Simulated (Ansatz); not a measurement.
```xyz
13

N     0.5365    0.7279    1.6458
C     0.4768   -0.0017    0.4073
S     0.3340   -1.7829    0.7495
C    -0.6828    0.3787   -0.5325
C    -0.5712   -0.3330   -1.8531
O     0.0253    0.1200   -2.7918
H     0.6619    1.7198    1.4770
H    -0.3100    0.5947    2.1863
H     1.4117    0.1673   -0.1326
H     1.4291   -1.8524    1.5224
H    -0.6283    1.4543   -0.7164
H    -1.6346    0.1397   -0.0470
H    -1.0485   -1.3325   -1.9151
```

The species carries charge 0 and has multiplicity 1.

(1) List the ωB97M-V/def2-TZVPP orbital energies in eV (Ansatz). (An estimate is asked.)

Results:

(1) Ansatz gave: Occupied: -2426.94, -526.25, -394.70, -284.08, -283.66, -282.04, -220.92, -164.04, -163.96, -163.82, -32.36, -28.46, -24.96, -23.33, -20.30, -18.85, -17.39, -16.29, -16.16, -15.25, -14.55, -13.97, -13.43, -12.84, -11.84, -10.43, -9.72, -9.40. Lowest empty: 1.25, 2.25, 2.64, 3.18, 3.25, 3.71, 4.09, 4.17.
